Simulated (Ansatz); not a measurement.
Base system: GaSb in the zinc blende structure (space group F-43m, No. 216; a = 6.214 Å).

Calculations: plane-wave PAW DFT at the PBE level (Ansatz, a first-principles code, 420 eV), without spin-orbit coupling, earlier PAW set.

Now apply this change: full substitution Sb → P, then cell and atoms are relaxed.

Measured lattice parameter a: GaSb 6.0959 Å (room temperature; as listed in I. Vurgaftman, J. R. Meyer, L. R. Ram-Mohan, Journal of Applied Physics (2001)); GaP 5.439 Å (static lattice; corrected from measurement; as listed in Daniel Mejia-Rodriguez, S. B. Trickey, Phys. Rev. B (2018)).

Task: How well does PBE reproduce the measured shift?

Result: With PBE the lattice parameter a moves by -0.708 Å (6.214 → 5.507) against -0.657 Å measured. The two measured values stand on different bases (one corrected, one not), which blurs small differences.

With Sb present, leaving out spin-orbit coupling can change the band edges. No phonon test of stability was made. The final runs are not spin-polarised.
